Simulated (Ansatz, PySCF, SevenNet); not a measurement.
## Ladder of methods for the bulk modulus B0 of rock-salt MgS

Reference value: 81 GPa (measured, corrected for zero-point motion; as tabulated in Goldzak et al. (2022), arXiv:2208.04865).

```csv
level (code),value (GPa),cell (Å³/atom)
SevenNet-l3i5,72.7,17.86
LDA (Ansatz),[?],16.87
BLYP (Ansatz),[?],18.50
PBE (Ansatz),74.0,17.88
PBE-D3(BJ) (Ansatz),81.0,17.12
r²SCAN+rVV10 (Ansatz),81.5,17.47
B3LYP (VWN-RPA form) (Ansatz),74.7,18.03
r²SCANh (Ansatz),81.0,17.54
Hartree–Fock (Ansatz),[?],18.45
MP2 (PySCF),[?],17.36
CCSD (PySCF),81.4 ± 3,17.61
CCSD(T) (PySCF),81.1 ± 3,17.63
```

Question: Fill in the missing entries.

Answer: 
- LDA (Ansatz, an electronic-structure program), value (GPa): 83.2
- BLYP (Ansatz), value (GPa): 68.4
- Hartree–Fock (Ansatz), value (GPa): 77.0
- MP2 (PySCF), value (GPa): 85.5 ± 3

Errors against the reference: SevenNet-l3i5 -10.2 %, LDA +2.7 %, BLYP -15.6 %, PBE -8.6 %, PBE-D3(BJ) 0.0 %, r²SCAN+rVV10 +0.6 %, B3LYP (VWN-RPA form) -7.8 %, r²SCANh 0.0 %, Hartree–Fock -4.9 %, MP2 +5.6 %, CCSD +0.5 %, CCSD(T) +0.1 %.

Once the reference is moved by up to 5.0 % (a margin picked here for doubts on the reference and the settings) and values within 1.7 % count as equal, the nearest can be PBE-D3(BJ) (0.0 %), r²SCANh (0.0 %), CCSD(T) (+0.1 %), CCSD (+0.5 %), r²SCAN+rVV10 (+0.6 %), LDA (+2.7 %), Hartree–Fock (-4.9 %) or MP2 (+5.6 %).

A ± on a computed value is a rough bar: the spread of its extrapolation, a floor set from checks against published values, or a statistical error. Each level is taken at its own relaxed cell. Cutoffs and k meshes differ between the levels. Ansatz's density-functional and Hartree–Fock values are scalar-relativistic unless marked +SOC, with PAW data made under PBE.

Machine-learned potentials (SevenNet-l3i5) are trained on DFT data: a solid inside that data is no test of them.

Differences are worked out from the printed values.
